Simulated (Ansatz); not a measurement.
## Ga2O3 (C2/m, No. 12)

Method: PBE-D4 in Ansatz (plane waves, PAW).

Run with plane-wave cutoff 500 eV, 10×10×6 k mesh (along the axes of the cell as run), gaussian smearing 0.02 eV, scalar-relativistic PAW data made under PBE.

Cell (relaxed at this level):

```cif
data_Ga8O12
_chemical_formula_sum 'Ga8 O12'
_space_group_name_H-M_alt 'C2/m'
_space_group_IT_number 12
_space_group_name_Hall '-C 2y'
_cell_length_a 12.30526
_cell_length_b 3.05946
_cell_length_c 5.83356
_cell_angle_alpha 90.000
_cell_angle_beta 103.692
_cell_angle_gamma 90.000
loop_
_space_group_symop_operation_xyz
  'x, y, z'
  '-x, -y, -z'
  '-x, y, -z'
  'x, -y, z'
  'x+1/2, y+1/2, z'
  '-x+1/2, -y+1/2, -z'
  '-x+1/2, y+1/2, -z'
  'x+1/2, -y+1/2, z'
loop_
_atom_site_label
_atom_site_type_symbol
_atom_site_symmetry_multiplicity
_atom_site_Wyckoff_symbol
_atom_site_fract_x
_atom_site_fract_y
_atom_site_fract_z
_atom_site_occupancy
Ga1 Ga 4 i 0.09064 0.00000 0.79523 1
Ga2 Ga 4 i 0.15899 0.50000 0.31342 1
O1 O 4 i 0.16633 0.00000 0.10881 1
O2 O 4 i 0.17296 0.00000 0.56222 1
O3 O 4 i 0.49627 0.00000 0.25515 1
```
(The calculation used a cell of 10 atoms; values per cell refer to that cell.)

| Property | Value |
|---|---|
| band gap | 2.22 eV (on the SCF k mesh) |

Measured, for comparison: band gap 4.85 ± 0.1 eV (room temperature, no zero-point or thermal correction, ARPES, indirect, as cited; as tabulated in Mengle et al. (2016), arXiv:1902.02681).

Note: the relaxation could not lower the start's symmetry, so the cell can be a saddle point above a distorted one.

Spin–orbit coupling is not included.

Static lattice: no zero-point or thermal effects.

Ansatz is a program for electronic structure.
